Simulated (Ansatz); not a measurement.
Level of theory: Ansatz (an electronic-structure program) with frozen-core CCSD(T)/cc-pVTZ.

Ansatz 0.2 input:
```yaml
crystal:
  periodic: [false, false, false]
  atoms:
    - { symbol: F, position_ang: [0.0, 0.0, 0.0] }
basis:
  gaussian: { orbitals: cc-pVTZ }
correlation:
  method: ccsd_t
magnetization:
  spin_polarized: true
  initial_magnetization: 1
```

Output:

```
Functional definition: HF
185 factors; integrals over basis functions are off by at most 2.5e-4 eV
mean field evaluation 1: about -2704.7552 eV, gradient 9.0e0 eV
mean field evaluation 2: about -2704.7557 eV, gradient 9.0e0 eV
mean field evaluation 4: about -2704.9590 eV, gradient 9.3e-1 eV
mean field evaluation 8: about -2704.9621 eV, gradient 9.1e-4 eV
mean field evaluation 16: about -2704.9621 eV, gradient 5.9e-2 eV
mean field evaluation 32: about -2704.9622 eV, gradient 3.7e-3 eV
mean field evaluation 64: about -2704.9618 eV, gradient 2.1e-1 eV
mean field -2704.96213149 eV, -99.4055248430 hartree, gradient 3.6e-6 eV, S^2 0.753414; 4 other end points of the search recorded, 0 dependent functions left out
1 core orbitals not correlated
reference -2704.96213149 eV, -99.4055248430 hartree; 4, 3 occupied and 25, 26 virtual orbitals, 185 factors
second order -5.43778377 eV of doubles, -0.00000000 eV of singles
cycle   1  -5.66481536 eV  change   -2.3e-1 eV  update   2.3e-2
cycle   2  -5.74147716 eV  change   -7.7e-2 eV  update   6.7e-3
cycle   3  -5.74859132 eV  change   -7.1e-3 eV  update   2.3e-3
cycle   4  -5.74777112 eV  change    8.2e-4 eV  update   8.4e-4
cycle   5  -5.74829468 eV  change   -5.2e-4 eV  update   2.0e-4
cycle   6  -5.74827830 eV  change    1.6e-5 eV  update   3.8e-5
cycle   7  -5.74828152 eV  change   -3.2e-6 eV  update   8.4e-6
perturbative correction -0.09769022 eV, -0.0035900495 hartree
Total energy: -2710.80810323 eV, -99.6203603419 hartree
```

Cost: around 1.3 core-seconds (rough).
